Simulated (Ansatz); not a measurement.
Property card for Cu$_{3}$Sb

All numbers below come from DFT r2SCAN, scalar-relativistic, plane waves, PAW in Ansatz 0.2.0.

Settings: cutoff 500 eV, Γ-centred mesh 12×12×12 on the computed 4-atom cell, Gaussian smearing of 0.10 eV; no spin polarisation.

The structure is relaxed at this level of theory with its symmetry kept. Whether it is the stable form of this composition wasn't checked.

The structure is cubic, space group Pm-3m (No. 221). Conventional cell: a = 3.864 Å, b = 3.864 Å, c = 3.864 Å, α = 90.00°, β = 90.00°, γ = 90.00°. Cu (site symmetry 4/mmm) has 8 Cu at 2.73 Å and 4 Sb at 2.73 Å as nearest neighbours. Sb (site symmetry m-3m) is surrounded by 12 Cu at 2.73 Å.

| Item | Value |
| --- | --- |
| Volume per atom | 97.4 bohr³ |
| Formation energy from the elements' standard states (uncorrected) | +0.113 eV/atom |
| Generalised Kohn–Sham band gap | none (metal) |
| Density of states at the Fermi level | 1.10 states/eV per cell |
| Löwdin character within 0.5 eV of the Fermi level | Sb 5p 43 %, Cu 3d 25 %, Cu 4s 15 %, unprojected 12 % |
| Bulk modulus | 120 GPa |
| Its pressure derivative | 4.8 |
| Bader charges (e) | Cu (3 in the cell) 0.04, Sb (1 in the cell) -0.11 |

Spin-orbit coupling is left out, which matters for the bands of heavy elements.

Cost: 6 runs of about 3.1 core-minutes in all, on Intel Xeon 6975P-C (Granite Rapids) (shared hosts).